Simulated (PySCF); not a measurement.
propane cation (C₃H₈), SMILES CCC (connectivity only; charge and spin as stated), charge +1, multiplicity 2. Atoms are numbered in the order given.

```xyz
11

C     -1.2969    -0.0178     0.2349
C      0.0000     0.0000    -0.4623
C      1.2969     0.0178     0.2349
H     -2.1404    -0.3053    -0.4086
H     -1.2629    -0.6133     1.1681
H     -1.5297     1.0138     0.6127
H     -0.0223     0.7010    -1.3949
H      0.0223    -0.7010    -1.3949
H      2.1404     0.3053    -0.4086
H      1.2629     0.6133     1.1681
H      1.5297    -1.0138     0.6127
```
Charge +1, spin multiplicity 2.

Geometry: B3LYP-D3(BJ)/def2-SVP. The multiplicity is an assumed one; other spin states were not compared.

The numbers are results of PBE/def2-TZVPD (PySCF), not measurements.

Mulliken values depend strongly on the basis, most of all with diffuse functions as here. ESP charges are fitted to the potential on shells at 1.4 to 2.0 van der Waals radii. Atomic charges (e):

```csv
atom,meta-Löwdin,Mulliken,ESP fit,Mulliken spin
C1,-0.32,-0.70,-0.58,0.05
C2,-0.06,0.28,0.26,0.21
C3,-0.32,-0.70,-0.58,0.05
H4,0.18,0.30,0.22,0.00
H5,0.19,0.26,0.26,0.04
H6,0.22,0.27,0.26,0.10
H7,0.27,0.22,0.21,0.21
H8,0.27,0.22,0.21,0.21
H9,0.18,0.30,0.22,0.00
H10,0.19,0.26,0.26,0.04
H11,0.22,0.27,0.26,0.10
```
